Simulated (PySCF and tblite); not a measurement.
1,3-difluoropropane, C3H6F2, numbered as in [F:1][CH2:2][CH2:3][CH2:4][F:5]. Conformers came from 90 starts (ETKDG and KDG, MMFF94s, GFN2-xTB); geometries are PBE0-D3(BJ)/def2-SVP. Energies: PBE0-D3(BJ)/def2-TZVP, with GFN2-xTB thermal terms (modes under about 100 cm⁻¹ blended into free rotors). Symmetry numbers and mirror images are counted. Conformers within 3 kcal/mol (GFN2-xTB free energy) were kept, 8 at most. GIAO shieldings: PBE0/pcSseg-2. Couplings: B3LYP/pcJ-1 (gas phase; spin-dipole term only for pairs with B, N, F, Si or P). Shifts are against TMS (¹H), TMS (¹³C), CFCl3 (¹⁹F) at the same level. (PySCF 2.14, tblite 0.8.)

Torsions listed: F1–C2–C3–C4, C2–C3–C4–F5. Of a mirror pair one member is shown.

Two conformers hold nearly all the population. I: -60°, 179°; δ(C2/C4) = 83.99 ppm. II: -61°, -61°; δ(C2/C4) = 80.88 ppm. The average over the ensemble at 298.15 K is 82.08 ppm.

(1) What populations and free-energy difference follow from a two-state model?

Answers

(1) p(I) = (82.08 − 80.88)/(83.99 − 80.88) = 0.39, so K = p(II)/p(I) = 1.59 and G(II) − G(I) = −RT ln K = -0.28 kcal/mol. The weights computed directly are 35.6 % and 61.5 %, with 2.9 % in minor conformers.
